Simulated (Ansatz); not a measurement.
Relaxation of C3HClF (6 atoms, charge 1, multiplicity 1), to a largest force component of 0.02 eV/Å in at most 50 steps.

The calculation used Ansatz, RKS PBE/def2-SVP.

```xyz
6
Properties=species:S:1:pos:R:3
F -0.329 -2.728 0.296
C -0.178 -1.506 0.168
C -0.002 -0.302 0.080
C 0.179 1.047 -0.039
Cl -0.472 1.953 -1.221
H 0.802 1.537 0.716
```

Q: Where does it end, and by what steps?

A: It converged. Limits of this set-up: the dipole of an ion depends on the origin. After 6 steps the energy has fallen by 0.049 eV; Cl5 moved furthest, 0.04 Å.

```csv
step,energy less start (eV),largest force component (eV/Å),accepted
0,0.0000,1.467,yes
1,-0.0364,0.559,yes
2,0.0215,1.004,no
3,-0.0451,0.297,yes
4,-0.0478,0.054,yes
5,-0.0485,0.037,yes
6,-0.0485,0.010,yes
```

```xyz
6
Properties=species:S:1:pos:R:3
F -0.330 -2.757 0.301
C -0.172 -1.533 0.183
C -0.021 -0.311 0.057
C 0.182 1.041 -0.031
Cl -0.469 1.990 -1.227
H 0.810 1.570 0.717
```

Whether the end is a true minimum wasn't checked by a vibrational analysis.

Time of the run: 7.4 s on 1 thread of Intel(R) Xeon(R) 6975P-C (Granite Rapids), on a shared host, peak memory 0.15 GiB.
